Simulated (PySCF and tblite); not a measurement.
Values are calculated unless marked as measured or tabulated.
System: 2-chloroacrylic acid, C₃H₃ClO₂, numbered as in [CH2:1]=[C:2]([Cl:3])[C:4](=[O:5])[OH:6].

For the shift of H on O6 from O6 to O5: electronic barrier 33.61 kcal/mol, zero-point change -3.09 kcal/mol, thermal and entropy terms at 298.15 K a further 0.01 kcal/mol (symmetry numbers apart). The minimum is Cs, the saddle Cs. Level: PBE0/pcSseg-1 + D3(BJ) on PBE0-D3(BJ)/def2-SVP stationary points, with GFN2-xTB thermal terms. Rates follow Eyring's equation with the number of equivalent paths and no tunnelling. (PySCF 2.14 with density fitting, tblite 0.8.)

Problem. How many equivalent paths lead out of the minimum?

Solution. 1: the symmetry number of the minimum is 1, that of the saddle displaced along its mode 1.

Problem. Work out the rate at 298.15 K.

Solution. ΔG‡ = 30.53 kcal/mol; k_B T/h = 6.2×10¹² s⁻¹; exp(−ΔG‡/RT) = 4.2×10⁻²³; times 1 gives k = 2.6×10⁻¹⁰ s⁻¹.

Tunnelling of the moving H, left out here, will speed the real process. In real samples such hydrogens mostly exchange between molecules or through solvent, far faster than by this path.
